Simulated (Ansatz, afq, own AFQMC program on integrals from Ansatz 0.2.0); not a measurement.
**AFQMC, coupled cluster and functionals along a coordinate of GeHO, quartet**

```json
{"atom": "Ge", "x (Å)": "0.0000", "y (Å)": "-0.0375", "z (Å)": "0.3220"}
{"atom": "O", "x (Å)": "0.0000", "y (Å)": "0.0862", "z (Å)": "-1.5290"}
{"atom": "H", "x (Å)": "0.0000", "y (Å)": "1.3375", "z (Å)": "1.0643"}
```

The Ge1–O2 distance is changed with both sides rigid. Energies in kJ/mol count from this geometry (1.855 Å) at the same level; the start stands on UHF, each point on the determinant named.

Basis cc-pVDZ. Noble-gas cores (and the filled d shells of Ga–Kr and In–Xe) are frozen. Integrals, coupled cluster, full CI and functionals: Ansatz 0.2.0; the random walks run on the same integrals in our own AFQMC program. ph-AFQMC/CISD is guided by a CISD state made of CCSD amplitudes; releasing the constraint for a short imaginary time cuts its bias at the price of noise, slowly where states lie close. ± is one standard error of the sampling. No spin–orbit coupling.

Cautions, each for one point or more: inner d shell frozen; lower spins were not checked; no relativity below Rb; no spin-orbit coupling; unrestricted determinant slightly spin contaminated.

| r(Ge1–O2) / Å | det. | T1 | weight | ⟨S²⟩ | CCSD(T) | ph-AFQMC/CISD | released AFQMC | CCSDT(Q) | PBE0 | MP2 |
| --- | --- | --- | --- | --- | --- | --- | --- | --- | --- | --- |
| 1.641 | UHF | 0.019 | 0.91 | 3.76 | 81.7 | 84.4 ± 1.3 | 82.7 ± 2.1 | 82.9 | 75.6 | 76.5 |
| 2.020 | UHF | 0.030 | 0.89 | 3.80 | 9.9 | 11.2 ± 1.4 | – | 8.4 | 12.5 | 20.1 |
| 2.538 | UHF | 0.036 | 0.87 | 3.83 | 100.6 | 101.5 ± 1.6 | 97.6 ± 2.7* | 98.0 | 111.8 | 131.3 |
| 3.484 | UHF | 0.011 | 0.91 | 3.77 | 116.0 | 118.1 ± 1.2 | 119.1 ± 1.7 | 118.5 | 158.2 | 134.3 |
| 5.038 | UHF | 0.009 | 0.91 | 3.77 | 122.2 | 123.6 ± 1.3 | 125.0 ± 1.9 | 124.9 | 168.0 | 140.2 |

Weight is that of the determinant in the CISD state; at the start T1 is 0.024 and the weight 0.90, and ⟨S²⟩ is 3.77. An asterisk marks released energies that aren't shown to be converged. A dash marks a missing value, a released energy that hasn't settled or a functional that sits on another state. Largest departures from CCSDT(Q), at the points where its series has closed: CCSD(T) -2.7 kJ/mol at 5.038 (on UHF), ph-AFQMC/CISD 3.5 kJ/mol at 2.538 (on UHF), released AFQMC 0.6 kJ/mol at 3.484 (on UHF) (within the noise), PBE0 43.0 kJ/mol at 5.038, MP2 33.3 kJ/mol at 2.538 (on UHF). Functionals count only at points shown to share the start's state and spin. In this small basis the wave-function levels are far from their limit, so their gap to the functionals isn't the functionals' error.

Some points may be missing: those where a free walk finds a much lower state, and past Zn most of those on another determinant than at the start.

CCSDT and higher add their correlation energy to the determinant of the CCSD(T) run, since their own runs factorise the integrals more tightly (a shift of under 2 meV). A walk keeps the symmetry of its determinant, which the program's search chose and which needn't be the lowest solution, so a lower state of the same spin and another symmetry isn't excluded.
